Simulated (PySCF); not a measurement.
Species: C4H6FO (charge -1).
SMILES: `CC/C(F)=C\[O-]`

Torsions of this conformer, `[CH3:1][CH2:2]/[C:3]([F:4])=[CH:5]\[O-:6]`: C1–C2–C3–F4 61°.

The closed-shell ground state was solved at several levels (PySCF, density fitting, gas phase, non-relativistic). Isolated species at its PBE0-D3(BJ)/def2-SVP geometry (one conformer only). The geometry's basis has no diffuse functions, a weakness for an anion. The HOMO energy is positive, so at this level the finite basis confines the outermost electrons. No diffuse functions stand in 6-31G, 6-31G*, STO-3G, cc-pVDZ, cc-pVTZ, def2-SVP, def2-TZVP and pcSseg-0, which bears on an anion's orbital energies.

| level | basis functions | HOMO (eV) | LUMO (eV) | gap (eV) |
| --- | --- | --- | --- | --- |
| PBE0/pcSseg-0 | 66 | 0.96 | 6.36 | 5.40 |
| PBE0/6-311+G(2d,p) | 198 | 0.30 | 3.54 | 3.24 |
| PBE0/def2-SVP | 114 | 0.92 | 5.94 | 5.02 |
| PBE0/cc-pVTZ | 264 | 0.61 | 5.14 | 4.53 |
| PBE0/IGLO-III | 270 | 0.37 | 4.42 | 4.05 |
| PBE0/STO-3G | 36 | 6.12 | 12.97 | 6.85 |
| PBE0/aug-cc-pVDZ | 192 | 0.28 | 2.71 | 2.43 |
| PBE0/6-31G | 66 | 1.09 | 7.01 | 5.92 |
| PBE0/6-31G* | 96 | 1.21 | 7.13 | 5.92 |
| PBE0/def2-TZVP | 222 | 0.49 | 5.09 | 4.60 |

Question: Estimate the row for PBE0/cc-pVDZ, a basis of 114 functions; the other rows only guide the guess.

Answer: HOMO 1.02 eV, LUMO 6.06 eV, gap 5.04 eV.

Question: Over all these levels, which gives the widest orbital gap and which the narrowest?

Answer: PBE0/STO-3G has the widest, 6.85 eV, and PBE0/aug-cc-pVDZ the narrowest, 2.43 eV. From the narrowest to the widest the HOMO moves by +5.84 eV and the LUMO by +10.26 eV.

Question: How much does the basis alone move the frontier levels among the 11 PBE0 rows (the withheld one included)?

Answer: The HOMO by 5.84 eV and the LUMO by 10.26 eV. By rising basis size (HOMO, LUMO in eV): STO-3G 6.12, 12.97; pcSseg-0 0.96, 6.36; 6-31G 1.09, 7.01; 6-31G* 1.21, 7.13; def2-SVP 0.92, 5.94; cc-pVDZ 1.02, 6.06; aug-cc-pVDZ 0.28, 2.71; 6-311+G(2d,p) 0.30, 3.54; def2-TZVP 0.49, 5.09; cc-pVTZ 0.61, 5.14; IGLO-III 0.37, 4.42.
